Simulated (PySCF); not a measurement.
**HCGe, quartet: the ladder up to RCCSDT**

Geometry: a PBE0/def2-TZVP stationary point for this spin, not checked as a minimum.

| atom | x (Å) | y (Å) | z (Å) |
| --- | --- | --- | --- |
| Ge | 0.0000 | 0.0140 | 0.3105 |
| C | 0.0000 | -0.1369 | -1.6710 |
| H | 0.0000 | 0.6198 | -2.4658 |

Basis 6-31G (Cartesian d functions); PySCF 2.14.0. Correlated methods freeze the noble-gas cores and the filled d shells of p-block atoms, which leaves 9 electrons in 25 orbitals. Prefix R: restricted or restricted open-shell reference. No spin–orbit coupling is included, and no scalar relativity.

Full CI isn't at hand for all of this; RCCSDT serves as the reference. It lacks quadruple excitations, which often exceed the step from CCSD(T) to CCSDT.

- UHF ⟨S²⟩: 3.770
- T1 diagnostic (ROHF- or RHF-based CCSD): 0.0281
- largest doubles amplitude (ROHF- or RHF-based CCSD): 0.058

Question: From what is known of these methods and the diagnostics, rank them by the size of their error in total energy against RCCSDT in 6-31G, smallest first (an estimate: the text doesn't fix the numbers).
A. RCCSD
B. RCCSD(T)
C. RHF
D. RMP2

Answer: B (1.8 kJ/mol), A (7.5 kJ/mol), D (71.1 kJ/mol), C (286.0 kJ/mol).

All errors are against RCCSDT in 6-31G. Within each family the higher level lies nearer, as is usual though not guaranteed.
